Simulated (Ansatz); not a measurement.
Relaxation of H8Si2 (10 atoms, charge 0, multiplicity 1), to a largest force component of 0.03 eV/Å in at most 50 steps.

Theory: RKS revPBE-D4/def2-SVP (Ansatz).

```xyz
10
Properties=species:S:1:pos:R:3
Si -0.454 -0.129 -0.453
H -0.062 0.392 2.137
H 0.828 0.048 0.312
H -0.521 0.957 -1.497
H -0.372 -1.451 -1.176
Si -2.344 -0.070 0.782
H -3.496 -0.361 -0.148
H -2.360 -1.109 1.869
H -2.580 1.289 1.383
H -0.535 0.435 2.678
```

Where does it end, and by what steps?

It converged. The force dipped under the threshold on the way, but the program's further checks kept it going. After 8 steps the energy has fallen by 0.256 eV; H2 moved furthest, 0.76 Å.

```
step  energy less start (eV)  largest force component (eV/Å)  accepted
   0                  0.0000                           1.532       yes
   1                 -0.1876                           0.230       yes
   2                 -0.2334                           0.114       yes
   3                 -0.2481                           0.087       yes
   4                 -0.2552                           0.071       yes
   5                 -0.2558                           0.008       yes
   6                 -0.2422                           0.685        no
   7                 -0.2558                           0.060       yes
   8                 -0.2560                           0.010       yes
```

```xyz
10
Properties=species:S:1:pos:R:3
Si -0.499 -0.175 -0.690
H 0.236 0.541 2.824
H 0.727 0.045 0.155
H -0.552 0.896 -1.747
H -0.380 -1.515 -1.367
Si -2.447 -0.105 0.633
H -3.657 -0.352 -0.229
H -2.391 -1.163 1.702
H -2.588 1.243 1.288
H -0.347 0.585 3.319
```

Whether the end is a true minimum wasn't checked by a vibrational analysis.

The run took 6.3 s on 1 thread of AMD EPYC 9R45 96-Core Processor (Zen 5), with other jobs on the host, peak memory 0.15 GiB.
